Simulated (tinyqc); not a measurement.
UKS/LDA (VWN5) in the sto-3g basis, for LiH, spin multiplicity 3, step by step. One step of it, computed by the program tinyqc.

Question. Iteration 1: diagonalisation and new density. Diagonalise F' = X^T F X, C = X C', fill 3 alpha and 1 beta electrons from the bottom; D(s) = C_occ C_occ^T; the new density keeps 0.7 of the old one (damping). Each column has its largest component positive (the first on a tie).

F(alpha) (hartree), order 1Li 1s, 1Li 2s, 1Li 2px, 1Li 2py, 1Li 2pz, 2H 1s:
$$\begin{pmatrix}
-3.554036 & -0.783969 & 0.000000 & 0.000000 & -0.006309 & -0.070245 \\
-0.783969 & -0.486397 & 0.000000 & 0.000000 & -0.041004 & -0.147850 \\
0.000000 & 0.000000 & -0.252632 & 0.001263 & 0.000000 & 0.000000 \\
0.000000 & 0.000000 & 0.001263 & -0.257854 & 0.000000 & 0.000000 \\
-0.006309 & -0.041004 & 0.000000 & 0.000000 & -0.267760 & -0.174670 \\
-0.070245 & -0.147850 & 0.000000 & 0.000000 & -0.174670 & -0.153839
\end{pmatrix}$$

F(beta) (hartree), order 1Li 1s, 1Li 2s, 1Li 2px, 1Li 2py, 1Li 2pz, 2H 1s:
$$\begin{pmatrix}
-3.453653 & -0.765914 & 0.000000 & 0.000000 & -0.008254 & -0.069055 \\
-0.765914 & -0.434337 & 0.000000 & 0.000000 & -0.054115 & -0.141697 \\
0.000000 & 0.000000 & -0.204353 & -0.003833 & 0.000000 & 0.000000 \\
0.000000 & 0.000000 & -0.003833 & -0.188621 & 0.000000 & 0.000000 \\
-0.008254 & -0.054115 & 0.000000 & 0.000000 & -0.229470 & -0.167061 \\
-0.069055 & -0.141697 & 0.000000 & 0.000000 & -0.167061 & -0.131702
\end{pmatrix}$$

X, order 1Li 1s, 1Li 2s, 1Li 2px, 1Li 2py, 1Li 2pz, 2H 1s:
$$\begin{pmatrix}
1.023442 & -0.129764 & 0.000000 & 0.000000 & -0.006406 & 0.018213 \\
-0.129764 & 1.058100 & 0.000000 & 0.000000 & 0.049358 & -0.163412 \\
0.000000 & 0.000000 & 1.000000 & 0.000000 & 0.000000 & 0.000000 \\
0.000000 & 0.000000 & 0.000000 & 1.000000 & 0.000000 & 0.000000 \\
-0.006406 & 0.049358 & 0.000000 & 0.000000 & 1.068978 & -0.229358 \\
0.018213 & -0.163412 & 0.000000 & 0.000000 & -0.229358 & 1.102951
\end{pmatrix}$$

D(alpha) at the start, order 1Li 1s, 1Li 2s, 1Li 2px, 1Li 2py, 1Li 2pz, 2H 1s:
$$\begin{pmatrix}
0.039192 & -0.189387 & 0.000000 & 0.000000 & 0.031753 & 0.114502 \\
-0.189387 & 0.919387 & 0.000000 & 0.000000 & -0.090222 & -0.608483 \\
0.000000 & 0.000000 & 0.049763 & -0.217454 & 0.000000 & 0.000000 \\
0.000000 & 0.000000 & -0.217454 & 0.950237 & 0.000000 & 0.000000 \\
0.031753 & -0.090222 & 0.000000 & 0.000000 & 0.975695 & -0.736279 \\
0.114502 & -0.608483 & 0.000000 & 0.000000 & -0.736279 & 1.058047
\end{pmatrix}$$

D(beta) at the start, order 1Li 1s, 1Li 2s, 1Li 2px, 1Li 2py, 1Li 2pz, 2H 1s:
$$\begin{pmatrix}
0.001545 & -0.009962 & 0.000000 & 0.000000 & -0.036291 & 0.037276 \\
-0.009962 & 0.064254 & 0.000000 & 0.000000 & 0.234074 & -0.240428 \\
0.000000 & 0.000000 & 0.000000 & 0.000000 & 0.000000 & 0.000000 \\
0.000000 & 0.000000 & 0.000000 & 0.000000 & 0.000000 & 0.000000 \\
-0.036291 & 0.234074 & 0.000000 & 0.000000 & 0.852711 & -0.875858 \\
0.037276 & -0.240428 & 0.000000 & 0.000000 & -0.875858 & 0.899633
\end{pmatrix}$$

overlap S, order 1Li 1s, 1Li 2s, 1Li 2px, 1Li 2py, 1Li 2pz, 2H 1s:
$$\begin{pmatrix}
1.000000 & 0.241137 & 0.000000 & 0.000000 & 0.000000 & 0.020872 \\
0.241137 & 1.000000 & 0.000000 & 0.000000 & 0.000000 & 0.271591 \\
0.000000 & 0.000000 & 1.000000 & 0.000000 & 0.000000 & 0.000000 \\
0.000000 & 0.000000 & 0.000000 & 1.000000 & 0.000000 & 0.000000 \\
0.000000 & 0.000000 & 0.000000 & 0.000000 & 1.000000 & 0.390645 \\
0.020872 & 0.271591 & 0.000000 & 0.000000 & 0.390645 & 1.000000
\end{pmatrix}$$

Give: F' = X^T F X; orbital energies; coefficients C; F' = X^T F X; orbital energies; coefficients C; D(alpha) after iteration 1; D(beta) after iteration 1.

Answer.

F' = X^T F X (alpha) (hartree):
$$\begin{pmatrix}
-3.525 & -0.317 & 0.000 & 0.000 & -0.004 & -0.003 \\
-0.317 & -0.347 & 0.000 & 0.000 & -0.016 & -0.081 \\
0.000 & 0.000 & -0.253 & 0.001 & 0.000 & 0.000 \\
0.000 & 0.000 & 0.001 & -0.258 & 0.000 & 0.000 \\
-0.004 & -0.016 & 0.000 & 0.000 & -0.230 & -0.113 \\
-0.003 & -0.081 & 0.000 & 0.000 & -0.113 & -0.075
\end{pmatrix}$$

orbital energies (alpha) (hartree): MO1 -3.556, MO2 -0.363, MO3 -0.258, MO4 -0.256, MO5 -0.252, MO6 -0.002

coefficients C (alpha), order 1Li 1s, 1Li 2s, 1Li 2px, 1Li 2py, 1Li 2pz, 2H 1s:
$$\begin{pmatrix}
1.006 & -0.184 & 0.000 & 0.123 & 0.000 & 0.064 \\
-0.025 & 0.821 & 0.000 & -0.586 & 0.000 & -0.383 \\
0.000 & 0.000 & -0.223 & 0.000 & 0.975 & 0.000 \\
0.000 & 0.000 & 0.975 & 0.000 & 0.223 & 0.000 \\
0.000 & 0.411 & 0.000 & 0.766 & 0.000 & -0.665 \\
0.005 & 0.203 & 0.000 & 0.189 & 0.000 & 1.104
\end{pmatrix}$$

F' = X^T F X (beta) (hartree):
$$\begin{pmatrix}
-3.423 & -0.318 & 0.000 & 0.000 & -0.005 & -0.002 \\
-0.318 & -0.295 & 0.000 & 0.000 & -0.028 & -0.083 \\
0.000 & 0.000 & -0.204 & -0.004 & 0.000 & 0.000 \\
0.000 & 0.000 & -0.004 & -0.189 & 0.000 & 0.000 \\
-0.005 & -0.028 & 0.000 & 0.000 & -0.191 & -0.116 \\
-0.002 & -0.083 & 0.000 & 0.000 & -0.116 & -0.052
\end{pmatrix}$$

orbital energies (beta) (hartree): MO1 -3.455, MO2 -0.329, MO3 -0.205, MO4 -0.202, MO5 -0.188, MO6 0.026

coefficients C (beta), order 1Li 1s, 1Li 2s, 1Li 2px, 1Li 2py, 1Li 2pz, 2H 1s:
$$\begin{pmatrix}
1.005 & -0.170 & 0.000 & 0.144 & 0.000 & 0.065 \\
-0.024 & 0.748 & 0.000 & -0.677 & 0.000 & -0.383 \\
0.000 & 0.000 & 0.974 & 0.000 & -0.225 & 0.000 \\
0.000 & 0.000 & 0.225 & 0.000 & 0.974 & 0.000 \\
0.001 & 0.482 & 0.000 & 0.707 & 0.000 & -0.683 \\
0.005 & 0.237 & 0.000 & 0.182 & 0.000 & 1.098
\end{pmatrix}$$

D(alpha) after iteration 1, order 1Li 1s, 1Li 2s, 1Li 2px, 1Li 2py, 1Li 2pz, 2H 1s:
$$\begin{pmatrix}
0.341 & -0.186 & 0.000 & 0.000 & -0.001 & 0.070 \\
-0.186 & 0.846 & 0.000 & 0.000 & 0.038 & -0.376 \\
0.000 & 0.000 & 0.050 & -0.218 & 0.000 & 0.000 \\
0.000 & 0.000 & -0.218 & 0.950 & 0.000 & 0.000 \\
-0.001 & 0.038 & 0.000 & 0.000 & 0.734 & -0.490 \\
0.070 & -0.376 & 0.000 & 0.000 & -0.490 & 0.753
\end{pmatrix}$$

D(beta) after iteration 1, order 1Li 1s, 1Li 2s, 1Li 2px, 1Li 2py, 1Li 2pz, 2H 1s:
$$\begin{pmatrix}
0.304 & -0.014 & 0.000 & 0.000 & -0.025 & 0.027 \\
-0.014 & 0.045 & 0.000 & 0.000 & 0.164 & -0.168 \\
0.000 & 0.000 & 0.000 & 0.000 & 0.000 & 0.000 \\
0.000 & 0.000 & 0.000 & 0.000 & 0.000 & 0.000 \\
-0.025 & 0.164 & 0.000 & 0.000 & 0.597 & -0.613 \\
0.027 & -0.168 & 0.000 & 0.000 & -0.613 & 0.630
\end{pmatrix}$$
